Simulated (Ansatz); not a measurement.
A ladder of methods for PH3S (SMILES [PH3]=S)

The species is PH3S (5 atoms), meant as a singlet with charge 0. As SMILES, `[PH3]=S`. The coordinates come from a GFN2-xTB relaxation.

```xyz
5

P     0.0079   -0.0066    0.0077
S     1.2617   -0.9411    1.1113
H    -1.1668    0.4619    0.5945
H    -0.5325   -0.6766   -1.0892
H     0.4297    1.1624   -0.6243
```

Quantity: the energy change with the P1–H3 bond stretched from 1.394 to 2.789 Å, in eV. The values are calculated.

```
                        level                    kind  program  value (eV)  less FCI/STO-3G  CPU time (all runs)
      PBE/STO-3G (restricted)                     GGA   Ansatz        3.47            +1.11                1.4 s
   r2SCAN/STO-3G (restricted)                meta-GGA   Ansatz        3.79            +1.43                2.8 s
    B3LYP/STO-3G (restricted)           global hybrid   Ansatz        3.97            +1.61                1.2 s
CAM-B3LYP/STO-3G (restricted)  range-separated hybrid   Ansatz        4.66            +2.30                1.4 s
    wB97X/STO-3G (restricted)  range-separated hybrid   Ansatz        4.99            +2.63                5.3 s
   B2PLYP/STO-3G (restricted)           double hybrid   Ansatz        3.76            +1.40                1.7 s
      MP2/STO-3G (restricted)     perturbation theory   Ansatz        3.67            +1.31               0.23 s
     CCSD/STO-3G (restricted)   coupled cluster or CI   Ansatz        2.64            +0.28               0.26 s
                   FCI/STO-3G      exact in the basis   Ansatz        2.36             0.00                2.1 s
```

FCI/STO-3G is exact within its basis and frozen core, so for wave-function methods in that basis the difference is their error; functionals converge differently with the basis, so for them it is only a difference. The first shape isn't each level's own minimum. The values span 2.36 to 4.99 eV. All rows use very small basis sets, so even the best lies far from the true value. CPU times are rough (shared hosts, several kinds of processor): they show what a rung costs within a factor of a few.
